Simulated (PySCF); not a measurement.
C₃H₆P₂.
Geometry (PBE0-D3(BJ)/def2-SVP, Å), atoms numbered from 1 in this order:
```
atom  x, y, z in Å
C1     2.653    0.403   -0.271
C2     1.654   -0.226   -0.564
P3     0.272   -1.282   -0.903
C4    -1.104   -0.355   -0.059
P5    -1.439    1.446   -0.396
H6     3.537    0.960   -0.017
H7     0.030   -0.815   -2.232
H8    -2.029   -0.916   -0.278
H9    -0.945   -0.468    1.026
H10   -1.404    1.364   -1.823
H11   -0.087    1.896   -0.305
```

Level: wB97X-D/def2-SVPD in PySCF, non-relativistic, on one gas-phase PBE0-D3(BJ)/def2-SVP geometry that isn't relaxed in the solvent. The solvent is an IEF-PCM continuum (Bondi radii, 1.10 Å for H, scaled by 1.2), and excitations are vertical TDDFT with non-equilibrium linear response and a frozen core. The model holds no explicit solvent molecules, cavitation or dispersion.

Gas-phase singlets (H = HOMO, L = LUMO):

```csv
state,E (eV),λ (nm),f,leading configurations
S1,5.165,240,0.021,"H→L 74%, H-1→L 11%"
S2,5.945,209,0.051,"H→L+1 60%, H-2→L 16%"
S3,6.064,204,0.024,"H-1→L 44%, H→L 17%, H→L+2 15%"
S4,6.548,189,0.019,"H-2→L+1 50%, H-2→L 11%"
S5,6.682,186,0.079,"H-2→L+1 22%, H→L+3 16%, H→L+1 16%"
```

Task: Give the list for cyclohexane (ε = 2.017), n² = 2.04.

Result: 
```
state  E (eV)  λ (nm)      f             leading configurations  change by rank (eV)
   S1   5.179     239  0.033                 H→L 76%, H-1→L 11%               +0.014
   S2   5.929     209  0.083               H→L+1 63%, H-2→L 13%               -0.016
   S3   6.077     204  0.041      H-1→L 45%, H→L 15%, H→L+2 13%               +0.013
   S4   6.553     189  0.038  H-2→L+1 42%, H-2→L 14%, H→L+2 10%               +0.005
   S5   6.661     186  0.108  H-2→L+1 29%, H→L+3 14%, H→L+1 12%               -0.021
```

Task: How do the frontier levels move from gas to cyclohexane?

Result: 
| orbital | gas (eV) | solvent (eV) | change (eV) | Löwdin shares, gas | Löwdin shares, solvent |
| --- | --- | --- | --- | --- | --- |
| LUMO+2 | 2.30 | 2.36 | +0.06 | C1 26 %, C2 18 %, P5 17 %, C4 9 % | C1 27 %, C2 19 %, P5 17 %, P3 9 % |
| LUMO+1 | 1.88 | 1.93 | +0.05 | P3 26 %, C1 24 %, C2 23 %, H7 9 % | P3 26 %, C1 24 %, C2 24 %, H7 9 % |
| LUMO | 1.20 | 1.27 | +0.07 | P3 23 %, C1 17 %, C2 15 %, C4 12 % | P3 23 %, C1 17 %, C2 16 %, C4 12 % |
| HOMO | -8.48 | -8.46 | +0.02 | P3 37 %, P5 29 %, C2 9 %, C4 7 % | P3 37 %, P5 29 %, C2 9 %, C4 8 % |
| HOMO-1 | -9.58 | -9.56 | +0.02 | P5 33 %, C1 18 %, C2 18 %, C4 8 % | P5 33 %, C1 18 %, C2 18 %, C4 9 % |
| HOMO-2 | -10.22 | -10.19 | +0.03 | C2 41 %, C1 39 %, P3 5 %, C4 5 % | C2 40 %, C1 39 %, P3 5 %, C4 5 % |
| HOMO-3 | -11.18 | -11.14 | +0.04 | C2 27 %, C1 20 %, P3 19 %, C4 11 % | C2 27 %, C1 20 %, P3 18 %, C4 11 % |

The HOMO–LUMO gap goes from 9.68 to 9.73 eV.
